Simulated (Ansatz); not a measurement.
Molecule: O2, charge 0, multiplicity 3. SMILES: O=O
Geometry: optimised at B3LYP-D3(BJ)/def2-TZVP (Ansatz, a program for electronic structure).

Wanted: enthalpy of formation at 298 K, in kcal/mol. Terms: open shells spin-unrestricted; non-relativistic; spin-orbit terms left out; LANL2DZ all-electron up to Ne. Ab initio and DFT rows: single points at B3LYP-D3(BJ) geometries (Ansatz), with unscaled harmonic terms from B3LYP/6-31G* at its own minima, enthalpies of formation by atomisation with measured atoms.

| species | coefficient | E at B3LYP/LANL2DZ (Ansatz), Eh | E at PBE/def2-TZVPD (Ansatz), Eh | H(298 K) - E, kcal/mol |
|---|---|---|---|---|
| O=O (triplet) | +1 | -150.30937 | -150.24989 | 4.45 |
| O atom | -2 | -75.08172 | -75.01069 | - |

The atoms take no thermal term, since their enthalpies of formation at 0 K are used: the result is the sum of coefficient times E, plus the molecule's thermal term, plus number times (enthalpy of formation minus H(298) - H(0)) over the atoms. Measured values of the atoms (G2/97 table in ASE), kcal/mol:

```tsv
atom	number	enthalpy of formation of the gas at 0 K	H(298) - H(0) of the element's standard state
O	2	58.99	1.04
```

Measured values: G2/97 table in ASE (Curtiss et al.); they hold spin-orbit and core effects, anharmonicity.  Value to compare with, the measured value: 0.0 kcal/mol. 1 Eh = 627.5095 kcal/mol.

Task: Compute it at each level from the table, and compare with the measured value.

Result: 
- B3LYP/LANL2DZ: the sum of coefficient times E is -0.14593 Eh, or -91.57 kcal/mol; the thermal terms add 4.45; the atoms' measured terms add 115.90. Result: 28.8 kcal/mol. Its error against the measured value is 28.8 kcal/mol.
- PBE/def2-TZVPD: the sum of coefficient times E is -0.22851 Eh, or -143.39 kcal/mol; the thermal terms add 4.45; the atoms' measured terms add 115.90. Result: -23.0 kcal/mol. Its error against the measured value is -23.0 kcal/mol.
